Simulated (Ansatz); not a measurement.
Ansatz (a quantum-chemistry and plane-wave program) input (PBE/6-311++G(3df,3pd)): A basis named .json is the Basis Set Exchange file of that set (core-valence sets with the plain set on hydrogen).

Ansatz 0.2 input:
```yaml
crystal:
  periodic: [false, false, false]
  atoms:
    - {symbol: O, position_ang: [0.01382699, -0.00208751, 0.60715025]}
    - {symbol: C, position_ang: [-0.02150103, 0.16263942, -0.61155375]}
    - {symbol: H, position_ang: [0.01839031, -0.95913641, -1.18787951]}
basis:
  gaussian:
    orbitals: 6-311++G_3df_3pd_.json
hamiltonian:
  xc: {name: PBE}
total_charge: -1
magnetization: {spin_polarized: false}
```

Output:

```
Functional definition: PBE
integrals: 0.01 GiB planned
457 factors; their error is unknown
mean field: 0.17 GiB planned
mean field evaluation 1: about -3090.2218 eV, gradient 5.3e1 eV
mean field evaluation 2: about -3069.4471 eV, gradient 1.2e2 eV
mean field evaluation 4: about -3095.8906 eV, gradient 7.9e0 eV
mean field evaluation 8: about -3096.1119 eV, gradient 2.0e-1 eV
mean field evaluation 16: about -3086.0631 eV, gradient 3.1e1 eV
mean field evaluation 32: about -3095.9970 eV, gradient 2.1e0 eV
mean field -3096.11191762 eV, -113.7800143524 hartree, gradient 6.5e-5 eV, S^2 0.000000; 1 other end points of the search recorded, 0 dependent functions left out
reference -3096.11195192 eV, -113.7800156129 hartree; 8, 8 occupied and 88, 88 virtual orbitals, 457 factors
Total energy: -3096.11195192 eV, -113.7800156129 hartree
```
